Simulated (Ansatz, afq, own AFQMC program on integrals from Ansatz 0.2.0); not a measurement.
Integrals from Ansatz 0.2.0, then the random walk in our own AFQMC program (afq).

```yaml
crystal:
  periodic: [false, false, false]
  atoms:
    - {symbol: Si, position_ang: [0.000000, 0.000000, 0.703053]}
    - {symbol: B, position_ang: [0.000000, 0.000000, -1.430072]}
    - {symbol: H, position_ang: [0.000000, -1.136597, -2.125662]}
    - {symbol: H, position_ang: [0.000000, 1.136597, -2.125662]}
basis:
  gaussian: {orbitals: cc-pVDZ}
magnetization: {spin_polarized: true, initial_magnetization: 1}
correlation: {method: ccsd_t, electrons: outside_noble_gas, hamiltonian_folder: ham}
```

```sh
$ ansatz run in.yaml --threads 1 --pin off --events-out ev --progress --plain --max-ram 1382MiB
```

Options of the walk:

```
--method free --trial cisd --walkers 60 --time-step 0.03 --max-blocks 80 --target-error 0.00036 --factor-cut 1e-05 --seed 3134 --times 0,0.3,0.6,1.2,1.8,2.4,3.6,4.8,6 --taylor-order 8
```

Times are imaginary, in 1/Eh. The walk had a cap of 1011 s.

Output of the walk:

```
orbitals 36  electrons 5 4  factors 268 of 404
reference energy -314.66650786 Eh
CCSD correlation -0.18447925 Eh in 12 cycles, weight of the determinant in the CISD state 0.8648
repeat  energy at the last time / Eh  error
    10  -314.859487  0.001555
    20  -314.859040  0.001054
    30  -314.859490  0.001092
    40  -314.859492  0.000918
    50  -314.859085  0.000738
    60  -314.859014  0.000768
    70  -314.859237  0.000738
    80  -314.859239  0.000712
time / (1/Eh)  energy / Eh  error  mean overlap
  0.00  -314.850906  0.000123  1.1541
  0.30  -314.853932  0.000152  1.1584
  0.60  -314.855607  0.000145  1.1605
  1.20  -314.857617  0.000229  1.1363
  1.80  -314.857955  0.000257  1.1332
  2.40  -314.858067  0.000306  1.1409
  3.60  -314.858288  0.000473  1.1284
  4.80  -314.858475  0.000545  1.1296
  6.00  -314.859239  0.000712  1.0906
energy -314.859239 +/- 0.000712 Eh
```

The run passed its tests (error under three times the target), which doesn't prove that it has relaxed.

Against this walk (error 19.4 meV) on the same determinant: CCSD(T) 70.7 meV higher, CCSDT(Q) 24.5 meV higher (within the noise). The error is statistical, and a free projection of finite length keeps a remainder of its start. The last points still move (meV from the last: 35 ± 7 at 1.80, 32 ± 8 at 2.40, 26 ± 13 at 3.60, 21 ± 15 at 4.80, 0 ± 19 at 6.00), but the last one has reached CCSDT(Q) within the noise or passed it, so little can be left to fall.

Cautions: remainder of the start not in the error; error above the target (19.4 against 9.8 meV); an unrestricted solution with more broken spin lies lower (6 meV, ⟨S²⟩ 0.88).

The walk took 7.9 min on 1 thread of Arm Neoverse N1, on a shared host. The log's last line is the free-projection energy.

CCSDT and higher add their correlation energy to the determinant of the CCSD(T) run, since their own runs factorise the integrals more tightly (a shift of under 2 meV). A walk keeps the symmetry of its determinant, which the program's search chose and which needn't be the lowest solution, so a lower state of the same spin and another symmetry isn't excluded.
